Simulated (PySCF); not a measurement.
Reaction (SMILES): OCl (OH-Cl) + H+ → Cl[OH2+]
B3LYP-D3(BJ)/def2-TZVP geometries, fixed; electronic energies without zero-point terms; positive where energy is released.
Largest species:
```
O
H 1 0.9855
H 1 0.9855 2 111.16
Cl 1 1.7467 2 110.24 3 122.56
```
Charge +1, spin multiplicity 1.

Basis-set convergence of the proton affinity at M06-2X with PySCF. All functions are spherical. Density fitting with generated auxiliary sets. The proton sits at the site shown, which need not be the one that binds it best. No added dispersion term, no relativity. Functions are those of the species that has most. Reference: the value in def2-QZVPPD, 158.68 kcal/mol, itself unsure by roughly 0.27 kcal/mol (its mean distance from pcseg-3, def2-QZVPP, cc-pV(Q+d)Z). Deviations are taken from unrounded values.

```json
[
 {"basis": "def2-SVP", "functions": "42", "proton affinity (kcal/mol)": "161.95", "minus reference (kcal/mol)": "3.27"},
 {"basis": "cc-pV(D+d)Z", "functions": "47", "proton affinity (kcal/mol)": "160.45", "minus reference (kcal/mol)": "1.77"},
 {"basis": "aug-cc-pV(D+d)Z", "functions": "73", "proton affinity (kcal/mol)": "157.63", "minus reference (kcal/mol)": "-1.05"},
 {"basis": "def2-TZVP", "functions": "80", "proton affinity (kcal/mol)": "158.39", "minus reference (kcal/mol)": "-0.29"},
 {"basis": "def2-TZVPP", "functions": "101", "proton affinity (kcal/mol)": "159.06", "minus reference (kcal/mol)": "0.38"},
 {"basis": "6-311++G(3df,3pd)", "functions": "122", "proton affinity (kcal/mol)": "158.40", "minus reference (kcal/mol)": "-0.28"},
 {"basis": "aug-pcseg-2", "functions": "142", "proton affinity (kcal/mol)": "158.84", "minus reference (kcal/mol)": "0.16"},
 {"basis": "def2-QZVPP", "functions": "187", "proton affinity (kcal/mol)": "158.84", "minus reference (kcal/mol)": "0.16"},
 {"basis": "pcseg-3", "functions": "190", "proton affinity (kcal/mol)": "158.78", "minus reference (kcal/mol)": "0.10"}
]
```
